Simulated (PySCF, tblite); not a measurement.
Compound: 2,2-dimethylbutane, C₆H₁₄.
Numbering: `[CH3:1][CH2:2][C:3]([CH3:4])([CH3:5])[CH3:6]` (hydrogens: H7, H8, H9 on C1; H10, H11 on C2; H12, H13, H14 on C4; H15, H16, H17 on C5; H18, H19, H20 on C6)

Computed with GFN2-xTB (tblite), gas phase: nudged elastic band of 9 images (0 to 8), spring 0.2 eV/Å², climbing image at the end, force threshold 0.05 eV/Å. The top image wasn't refined or checked by frequencies; at this threshold it can lie a kcal/mol or more above the true saddle point of the method.

Path: rotation about C2–C3 (chain CH2 carbon, quaternary sp3 carbon), followed by the dihedral C1–C2–C3–C5.

Image 0 (start, dihedral -61°):
```
atom  x, y, z in Å
C1      2.091   -0.527    0.077
C2      0.973    0.162   -0.696
C3     -0.420    0.121   -0.041
C4     -1.394    0.862   -0.964
C5     -0.904   -1.321    0.128
C6     -0.407    0.818    1.321
H7      2.235   -0.072    1.053
H8      1.882   -1.585    0.213
H9      3.024   -0.437   -0.476
H10     1.249    1.209   -0.847
H11     0.900   -0.298   -1.685
H12    -1.083    1.896   -1.100
H13    -2.397    0.859   -0.543
H14    -1.433    0.386   -1.942
H15    -0.875   -1.849   -0.822
H16    -0.289   -1.860    0.844
H17    -1.929   -1.330    0.493
H18     0.208    0.274    2.033
H19    -0.019    1.830    1.229
H20    -1.416    0.873    1.723
```

Image 8 (end, 0.000 eV, dihedral 61°):
```
atom  x, y, z in Å
C1      1.803   -0.728   -0.932
C2      1.168    0.306   -0.008
C3     -0.351    0.170    0.203
C4     -1.101    0.308   -1.124
C5     -0.698   -1.174    0.846
C6     -0.796    1.296    1.143
H7      1.667   -1.734   -0.546
H8      1.380   -0.676   -1.931
H9      2.872   -0.539   -1.010
H10     1.656    0.244    0.969
H11     1.369    1.302   -0.409
H12    -0.823    1.231   -1.628
H13    -2.174    0.326   -0.946
H14    -0.884   -0.526   -1.785
H15    -0.471   -1.998    0.175
H16    -0.139   -1.314    1.768
H17    -1.760   -1.215    1.081
H18    -0.282    1.223    2.099
H19    -0.575    2.268    0.708
H20    -1.867    1.240    1.327
```

**Question.** What do the inner images look like?

**Answer.** 
Image 1: +0.014 eV, dihedral -47°
```
atom  x, y, z in Å
C1      2.061   -0.649   -0.009
C2      0.997    0.236   -0.648
C3     -0.410    0.152   -0.024
C4     -1.398    0.815   -0.989
C5     -0.842   -1.300    0.201
C6     -0.455    0.899    1.311
H7      2.176   -0.431    1.050
H8      1.814   -1.701   -0.121
H9      3.021   -0.478   -0.495
H10     1.329    1.276   -0.598
H11     0.925   -0.030   -1.706
H12    -1.125    1.853   -1.165
H13    -2.406    0.792   -0.579
H14    -1.408    0.297   -1.946
H15    -0.746   -1.879   -0.715
H16    -0.241   -1.770    0.975
H17    -1.881   -1.332    0.518
H18     0.200    0.436    2.045
H19    -0.149    1.935    1.182
H20    -1.468    0.891    1.708
```

Image 2: +0.065 eV, dihedral -31°
```
atom  x, y, z in Å
C1      2.035   -0.750   -0.120
C2      1.030    0.302   -0.575
C3     -0.400    0.176    0.002
C4     -1.385    0.756   -1.018
C5     -0.792   -1.276    0.284
C6     -0.519    0.975    1.303
H7      2.141   -0.762    0.962
H8      1.740   -1.742   -0.451
H9      3.011   -0.533   -0.553
H10     1.418    1.289   -0.311
H11     0.974    0.260   -1.665
H12    -1.147    1.794   -1.236
H13    -2.402    0.713   -0.632
H14    -1.351    0.192   -1.948
H15    -0.668   -1.895   -0.601
H16    -0.192   -1.694    1.088
H17    -1.836   -1.321    0.585
H18     0.145    0.579    2.068
H19    -0.267    2.020    1.138
H20    -1.540    0.928    1.679
```

Image 3: +0.128 eV, dihedral -15°
```
atom  x, y, z in Å
C1      2.011   -0.823   -0.254
C2      1.065    0.351   -0.485
C3     -0.390    0.193    0.033
C4     -1.357    0.689   -1.047
C5     -0.759   -1.254    0.376
C6     -0.587    1.044    1.291
H7      2.117   -1.052    0.803
H8      1.667   -1.716   -0.769
H9      2.996   -0.574   -0.646
H10     1.503    1.234   -0.013
H11     1.038    0.546   -1.559
H12    -1.154    1.728   -1.299
H13    -2.385    0.619   -0.696
H14    -1.265    0.090   -1.951
H15    -0.619   -1.914   -0.475
H16    -0.164   -1.625    1.206
H17    -1.806   -1.298    0.668
H18     0.061    0.703    2.095
H19    -0.361    2.089    1.087
H20    -1.619    0.981    1.631
```

Image 4 (top): +0.153 eV, dihedral 1°
```
atom  x, y, z in Å
C1      1.975   -0.867   -0.399
C2      1.096    0.380   -0.388
C3     -0.380    0.202    0.066
C4     -1.317    0.619   -1.072
C5     -0.731   -1.232    0.472
C6     -0.646    1.108    1.273
H7      2.068   -1.296    0.595
H8      1.586   -1.627   -1.070
H9      2.973   -0.598   -0.743
H10     1.573    1.114    0.265
H11     1.102    0.802   -1.396
H12    -1.146    1.656   -1.353
H13    -2.356    0.522   -0.762
H14    -1.164   -0.006   -1.950
H15    -0.559   -1.934   -0.338
H16    -0.152   -1.548    1.336
H17    -1.785   -1.281    0.738
H18    -0.027    0.811    2.117
H19    -0.425    2.145    1.032
H20    -1.690    1.044    1.574
```

Image 5: +0.119 eV, dihedral 18°
```
atom  x, y, z in Å
C1      1.922   -0.879   -0.549
C2      1.121    0.391   -0.281
C3     -0.371    0.206    0.102
C4     -1.263    0.544   -1.096
C5     -0.703   -1.213    0.571
C6     -0.701    1.169    1.248
H7      1.997   -1.490    0.347
H8      1.477   -1.477   -1.340
H9      2.931   -0.612   -0.858
H10     1.625    0.933    0.522
H11     1.172    1.022   -1.171
H12    -1.111    1.574   -1.411
H13    -2.312    0.426   -0.830
H14    -1.048   -0.110   -1.939
H15    -0.495   -1.950   -0.199
H16    -0.138   -1.471    1.463
H17    -1.762   -1.272    0.813
H18    -0.120    0.914    2.134
H19    -0.469    2.193    0.968
H20    -1.756    1.112    1.503
```

Image 6: +0.055 eV, dihedral 34°
```
atom  x, y, z in Å
C1      1.866   -0.858   -0.693
C2      1.142    0.378   -0.173
C3     -0.362    0.202    0.139
C4     -1.199    0.468   -1.114
C5     -0.687   -1.196    0.668
C6     -0.745    1.222    1.217
H7      1.922   -1.625    0.074
H8      1.370   -1.275   -1.566
H9      2.883   -0.594   -0.977
H10     1.652    0.707    0.735
H11     1.244    1.181   -0.907
H12    -1.045    1.483   -1.473
H13    -2.257    0.346   -0.891
H14    -0.938   -0.222   -1.914
H15    -0.452   -1.964   -0.064
H16    -0.131   -1.402    1.580
H17    -1.749   -1.263    0.894
H18    -0.206    1.016    2.140
H19    -0.500    2.231    0.895
H20    -1.812    1.177    1.427
```

Image 7: +0.013 eV, dihedral 49°
```
atom  x, y, z in Å
C1      1.823   -0.804   -0.832
C2      1.157    0.342   -0.079
C3     -0.355    0.188    0.174
C4     -1.142    0.388   -1.122
C5     -0.687   -1.182    0.769
C6     -0.775    1.265    1.179
H7      1.815   -1.716   -0.241
H8      1.326   -1.000   -1.778
H9      2.861   -0.552   -1.043
H10     1.659    0.456    0.885
H11     1.314    1.269   -0.638
H12    -0.956    1.377   -1.536
H13    -2.210    0.298   -0.930
H14    -0.870   -0.353   -1.869
H15    -0.413   -1.986    0.092
H16    -0.160   -1.325    1.710
H17    -1.755   -1.253    0.961
H18    -0.271    1.112    2.132
H19    -0.517    2.255    0.812
H20    -1.849    1.232    1.352
```

The largest changes of bonds and angles from start to top: C2–C3 1.540 → 1.554 Å, C5–H15 1.088 → 1.086 Å, C2–C3–C5 111.0 → 113.7°, C2–C3–C6 111.0 → 109.1°, C5–C3–C6 109.5 → 107.7°. GFN2-xTB torsional profiles can miss by a kcal/mol or more and can put conformers in the wrong order.

**Question.** What do single points at PBE0/pcSseg-1 (PySCF, no dispersion term) give on some images?

**Answer.** 
```tsv
image	GFN2-xTB E (eV)	DFT E (eV)	HOMO (eV)	LUMO (eV)	dipole (D)
0	0.000	0.000	-8.69	1.36	0.04
2	0.065	0.096	-8.71	1.35	0.06
4	0.153	0.216	-8.63	1.34	0.08
6	0.055	0.081	-8.71	1.35	0.06
8	0.000	0.000	-8.69	1.36	0.04
```

Energies count from image 0 at each level. At the GFN2-xTB top the DFT energy is 5.0 kcal/mol against 3.5; the geometries weren't optimised at the DFT level.

The cost below is that of the whole band run. On an Arm Neoverse V1 with one thread, shared host, this took 2.6 s wall and 0.18 GiB of memory at its peak.
